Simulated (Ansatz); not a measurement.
CCSD(T) forces

C$_{2}$HO (SMILES [C]1=CO1), doublet, displaced at random from a GFN2-xTB minimum.

C1  (-0.658, -0.980, 0.047)
C2  (0.297, 0.001, 0.119)
O3  (-0.867, 0.422, -0.471)
H4  (1.238, 0.509, 0.318)
(Å)

Program: Ansatz 0.2.0. Basis: def2-TZVPP. Cores are frozen in the correlated methods; orbitals are unrestricted.

CCSD(T) forces from the calculation:
```
atom      Fx      Fy  Fz (eV/Å)
  C1   0.608   0.075      0.227
  C2  -0.559  -0.345     -0.148
  O3   0.430   0.400      0.048
  H4  -0.480  -0.130     -0.127
```

Root-mean-square difference of the force components from those of CCSD(T): PBE0-D4 0.482; wB97M-V 0.426; r2SCAN-D4 0.202; PBE-D4 0.147; BHLYP-D4 0.843; SPW92 0.431 eV/Å.

No T1 diagnostic of these runs exceeds 0.022. ⟨S²⟩ of the unrestricted Hartree–Fock references: 0.77 (a pure state has 0.75). These are differences at one structure, and CCSD(T) in triple zeta is itself an approximation.

For scale, one of the runs: CCSD(T)/def2-TZVPP forces, 107 basis functions (an equivalent command: `ansatz run in.yaml --threads 4`). The run took 38 s on 4 CPU threads (shared host), with 1.4 GiB of host memory at its peak.
